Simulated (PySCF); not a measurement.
Breaking a bond: Cl₂, singlet.

UKS-BHandHLYP = unrestricted BHandHLYP/6-31G (PySCF); RKS-BHandHLYP = restricted BHandHLYP/6-31G in PySCF; UKS-LDA (SVWN5) = PySCF with unrestricted LDA (SVWN5)/6-31G; RKS-LDA (SVWN5) = restricted LDA (SVWN5)/6-31G (PySCF); UKS-TPSSh = unrestricted TPSSh/6-31G run with PySCF; RKS-TPSSh = restricted TPSSh/6-31G (PySCF).

Scanned distances (Å): 1.49, 1.58, 1.69, 1.79, 1.88, 1.91, 1.98, 2.04, 2.11, 2.19, 2.29, 2.45, 2.69, 2.95, 3.27, 3.57, 3.93, 4.32, 4.91, 5.39, 6.00, 6.93, 7.95.

### Question
Where does the unrestricted solution first break spin symmetry (<S²> of 0.01 or more)?

### Answer
UKS-BHandHLYP: between 2.29 and 2.45 Å; UKS-LDA (SVWN5): between 2.45 and 2.69 Å; UKS-TPSSh: between 2.45 and 2.69 Å.

```
R / Å  <S²> UKS-BHandHLYP  E(RKS-BHandHLYP) − E(UKS-BHandHLYP) / kcal/mol  <S²> UKS-LDA (SVWN5)  E(RKS-LDA (SVWN5)) − E(UKS-LDA (SVWN5)) / kcal/mol  <S²> UKS-TPSSh  E(RKS-TPSSh) − E(UKS-TPSSh) / kcal/mol
-----  ------------------  ----------------------------------------------  --------------------  --------------------------------------------------  --------------  --------------------------------------
1.49                 0.00                                             0.0                  0.00                                                 0.0            0.00                                     0.0
1.58                 0.00                                             0.0                  0.00                                                 0.0            0.00                                     0.0
1.69                 0.00                                             0.0                  0.00                                                 0.0            0.00                                     0.0
1.79                 0.00                                             0.0                  0.00                                                 0.0            0.00                                     0.0
1.88                 0.00                                             0.0                  0.00                                                 0.0            0.00                                     0.0
1.91                 0.00                                             0.0                  0.00                                                 0.0            0.00                                     0.0
1.98                 0.00                                             0.0                  0.00                                                 0.0            0.00                                     0.0
2.04                 0.00                                             0.0                  0.00                                                 0.0            0.00                                     0.0
2.11                 0.00                                             0.0                  0.00                                                 0.0            0.00                                     0.0
2.19                 0.00                                             0.0                  0.00                                                 0.0            0.00                                     0.0
2.29                 0.00                                             0.0                  0.00                                                 0.0            0.00                                     0.0
2.45                 0.20                                             0.6                  0.00                                                 0.0            0.00                                     0.0
2.69                 0.63                                             8.9                  0.42                                                 1.1            0.48                                     1.5
2.95                 0.84                                            21.9                  0.74                                                   —            0.78                                     6.0
3.27                 0.97                                            37.2                  0.90                                                   —            0.94                                    14.9
3.57                 0.99                                            48.7                  0.96                                                   —            0.98                                    22.5
3.93                 1.00                                            58.7                  0.99                                                   —            1.00                                    29.0
4.32                 1.00                                            65.8                  1.00                                                   —            1.00                                    33.3
4.91                 1.00                                            72.1                  1.00                                                   —            1.00                                    36.5
5.39                 1.00                                            75.1                  1.00                                                   —            1.00                                    37.7
6.00                 1.00                                            77.4                  1.00                                                   —            1.00                                    38.5
6.93                 1.00                                            79.6                  1.00                                                   —            1.00                                       —
7.95                 1.00                                            81.2                  1.00                                                   —            1.00                                       —
```

A dash means that the run gave no value there, or that the column was ended at a point which the program doubted or which failed a test of continuity chosen for this set; such a test can also cut sound points.
